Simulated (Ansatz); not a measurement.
Antifluorite Mg2Sn

Method: Hartree–Fock (plane waves, PAW; Ansatz, a quantum-chemistry and plane-wave program).

Run with plane-wave cutoff 460 eV, 6×6×6 k mesh, Fermi–Dirac smearing 0.01 eV, scalar-relativistic PAW data made under PBE.

Cell (relaxed at this level):

```xyz
3
Lattice="0.0000 3.4439 3.4439 3.4439 0.0000 3.4439 3.4439 3.4439 0.0000" Properties=species:S:1:pos:R:3 pbc="T T T"
Mg     1.7219     1.7219     1.7219
Mg     5.1658     5.1658     5.1658
Sn     0.0000     0.0000     0.0000
```

For antifluorite Mg2Sn, the bulk modulus B0 is 44.7 GPa and the band gap is 4.02 eV (on the SCF k mesh). The smallest direct gap on the k points sampled is 6.47 eV and the direct gap at Γ comes out as 6.61 eV. The pressure derivative B′ of the bulk modulus is 3.8.

Measured, for comparison: band gap 0.36 eV (temperature not stated, not corrected to a static lattice, indirect, Γ–X; as tabulated in Ryu et al. (2019), arXiv:1905.06140).

Spin–orbit coupling is not included.

Cost on a shared machine: around 14 core-minutes (rough).
